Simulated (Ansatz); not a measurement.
## H2OSi, SMILES O[SiH]: a composite energy at a relaxed geometry, step by step

Program: Ansatz 0.2.0, Python API.

The cells in order, each with its output:

In [1]:
```python
from dataclasses import dataclass
import itertools

import ansatz as az
from ase.data import atomic_numbers, covalent_radii
import numpy as np
```

In [2]:
```python
@dataclass(frozen=True)
class Settings:
    basis: str = "def2-SVP"
    xc: str = "pbe0"
```

In [3]:
```python
settings = Settings()

geometry_ang = [
    ("O", (0.1394, -0.8436, 0.2881)),
    ("Si", (0.117, 0.8056, -0.1355)),
    ("H", (0.7671, -1.1322, 0.8346)),
    ("H", (-0.9681, 1.11, -1.0075)),
]
system = az.Crystal.molecule()
for symbol, xyz in geometry_ang:
    system = system.atom(symbol, xyz)
```

In [4]:
```python
calculation = system.calculation().basis(gaussian=settings.basis).functional(settings.xc).accuracy("medium")
symbols = [site.symbol for site in system.cartesian_sites]
start = np.array([site.position_ang for site in system.cartesian_sites], dtype=float)
report = calculation.relax(force_tolerance=0.01).run(threads=1).report
end = np.array(report["positions_ang"])
radius = [covalent_radii[atomic_numbers[s]] for s in symbols]
span = lambda where, i, j: np.linalg.norm(where[i] - where[j])
bonded = [(i, j) for i, j in itertools.combinations(range(len(symbols)), 2) if min(span(start, i, j), span(end, i, j)) < 1.2 * (radius[i] + radius[j])]
print("pair        before    after (A)")
for i, j in bonded:
    print(f"{symbols[i]}{i}-{symbols[j]}{j}".ljust(10), f"{span(start, i, j):8.4f} {span(end, i, j):8.4f}")
```
```text
pair        before    after (A)
O0-Si1       1.7029   1.6743
O0-H2        0.8809   0.9644
Si1-H3       1.4250   1.5364
```

In [5]:
```python
minimum = az.Crystal.molecule()
for symbol, place in zip(symbols, end):
    minimum = minimum.atom(symbol, place.tolist())
at_minimum = minimum.calculation()
level = lambda method, basis: at_minimum.basis(gaussian=basis).correlation(method).run(threads=1).report
small, large, cluster = level("mp2", "cc-pVDZ"), level("mp2", "cc-pVTZ"), level("ccsd_t", "cc-pVDZ")
corr = lambda each: (each["free_energy_ev"] - each["reference_energy_ev"]) / 27.211386246
mp2_limit = (27 * corr(large) - 8 * corr(small)) / 19
pieces = {"HF / cc-pVTZ": large["reference_energy_ev"] / 27.211386246, "MP2 correlation, DZ-TZ limit": mp2_limit, "CCSD(T) - MP2 / cc-pVDZ": corr(cluster) - corr(small)}
for name, value in pieces.items():
    print(f"{name:32s} {value:14.6f} Ha")
print(f"{'sum':32s} {sum(pieces.values()):14.6f} Ha")
print("T1 diagnostic", round(cluster["correlation"]["coupled_cluster"]["t1_diagnostic"], 4))
```
```text
HF / cc-pVTZ                        -364.991970 Ha
MP2 correlation, DZ-TZ limit          -0.380548 Ha
CCSD(T) - MP2 / cc-pVDZ               -0.031024 Ha
sum                                 -365.403542 Ha
T1 diagnostic 0.0185
```

Caveats:
- The settings weren't tested for convergence.
- The sum leaves out core correlation, relativity, the Hartree-Fock basis error and zero-point energy; a DZ-TZ extrapolation is rough.
- Inner cores stay frozen, so this is valence correlation.
- For Al to Cl the sets with a tight d function, cc-pV(X+d)Z, are usual.
- The whole script took 6 s on 1 thread of Arm Neoverse V2, on a shared host, peak memory 0.19 GiB.
